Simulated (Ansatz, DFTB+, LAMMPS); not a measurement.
# Ladder of methods for the c axis length of hcp Os

Reference value: 4.320 Å (measured, 293 K, no zero-point or thermal correction; as tabulated in Wikipedia's data pages).

```
level (code)                     value (Å)
------------------------------  ----------
Lennard-Jones uff-vdw (LAMMPS)       4.951
GFN1-xTB as cut by DFTB+             4.404
LDA (Ansatz)                         4.288
PBE (Ansatz)                    (withheld)
PBE-D4 (Ansatz)                      4.323
r²SCAN+rVV10 (Ansatz)                4.309
HSE06 (Ansatz)                  (withheld)
```

### Question
Fill in the missing entries.

### Answer

- PBE (Ansatz, an electronic-structure program), value (Å): 4.346
- HSE06 (Ansatz), value (Å): 4.302

Differences against the reference: Lennard-Jones uff-vdw +14.6 %, GFN1-xTB as cut by DFTB+ +1.94 %, LDA -0.74 %, PBE +0.60 %, PBE-D4 +0.07 %, r²SCAN+rVV10 -0.25 %, HSE06 -0.42 %.

Leaving aside Lennard-Jones uff-vdw (doubt noted below): The reference is not for a static lattice or low temperature, so close values are not ranked against it. Off by more than 1.75 %, or 2.45 % on the side where a correction would as a rule narrow the miss (bounds picked here): GFN1-xTB as cut by DFTB+ (+1.94 %).

The measured value isn't corrected to a static lattice, so vibrations enter the comparison.  Density-functional levels without +SOC have no spin–orbit coupling. Lennard-Jones uff-vdw: the cell moved over 20 % in volume from its start. Lennard-Jones uff-vdw: this is a force field's van der Waals term alone, without bonds or charges. GFN1-xTB as cut by DFTB+: the method was fitted mainly to molecules. GFN1-xTB as cut by DFTB+: codes differ in how they cut the long-range tail of xTB's charge interaction in a crystal, so the value belongs to this code. Cutoffs and k meshes differ between the levels. Ansatz's density-functional and Hartree–Fock values are scalar-relativistic unless marked +SOC, with PAW data made under PBE.

Differences are worked out from the printed values.
